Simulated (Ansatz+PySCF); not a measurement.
A calculation with Ansatz (development build ahead of 0.2.0).

```yaml
crystal:
  periodic: [false, false, false]
  atoms:
    - { symbol: C, position_ang: [0.00048, 0.0071, -1.30075] }
    - { symbol: C, position_ang: [-0.00514, 0.00466, -0.00721] }
    - { symbol: C, position_ang: [-0.0098, 0.00185, 1.30847] }
    - { symbol: H, position_ang: [-0.00554, -0.94252, -1.86888] }
    - { symbol: H, position_ang: [-0.0048, 0.92844, -1.87222] }
    - { symbol: H, position_ang: [-0.92937, 0.00659, 1.87614] }
    - { symbol: H, position_ang: [0.94666, -0.00082, 1.87625] }
basis:
  gaussian: { orbitals: def2-SVP }
magnetization:
  spin_polarized: true
hamiltonian:
  xc: hf
correlation:
  method: mp2
  frozen_orbitals: { C: 1, H: 0 }
scf:
  omitted_lower_state_checks: [stability, starts, atomic_configurations, cluster_reference, orbital_swaps, given_window_search, neighbouring_geometries, increment]
```

The input is written out in the form of the current development build from the run's settings.

Output:

```
Converged                       : yes
Reference energy                : -115.77697 hartree
Correlation energy              : -0.39171 hartree
Total energy                    : -116.16868 hartree
Spin squared of the determinant : 0.000
```
